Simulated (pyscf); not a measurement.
# Routes from H₂N–SiH₂–F + hydrogen chloride (HCl)

Candidate steps break at most two bonds and form at most two. Each was searched with GFN2-xTB (tblite) first. Structures and frequencies: ωB97X-D3(BJ)/def2-SVP in PySCF. Energies: ωB97M-D3(BJ)/def2-TZVP, kJ/mol, from the separated reactants, singlet surface; ΔG‡ with ideal gas, 1 atm, RRHO with modes under 100 cm⁻¹ raised to 100, one conformer, R ln 2 for chiral ones without a mode under 150 cm⁻¹.

```
products                            type    ΔE‡     ΔE  ΔG‡ 298 K  ΔG‡ 900 K  ν‡ (cm⁻¹)
------------------  --------------------  -----  -----  ---------  ---------  ---------
NH₃ + F–SiH₂–Cl     four-centre exchange   11.5  -31.3       55.3      144.8       526i
H₂N–SiH(F)–Cl + H₂  four-centre exchange  107.2  -87.5      149.5      237.0       827i
```

Row 1: On the reactant side the descent ends in a complex, 23.5 kJ/mol under the separated species and 29.9 kJ/mol under the saddle at ωB97X-D3(BJ)/def2-TZVP. On the product side the descent ends in an adduct with a N–Si contact, 1.8 kJ/mol under the separated species and 45.5 kJ/mol under the saddle at ωB97X-D3(BJ)/def2-TZVP. Row 2: On the reactant side the descent ends in a complex (not fully relaxed), 23.4 kJ/mol under the separated species and 126.5 kJ/mol under the saddle at ωB97X-D3(BJ)/def2-TZVP. 

Plain bond fissions and candidates not yet searched are not listed, and one of them may be faster. Each barrier is that of the saddle found; lower ones may exist.
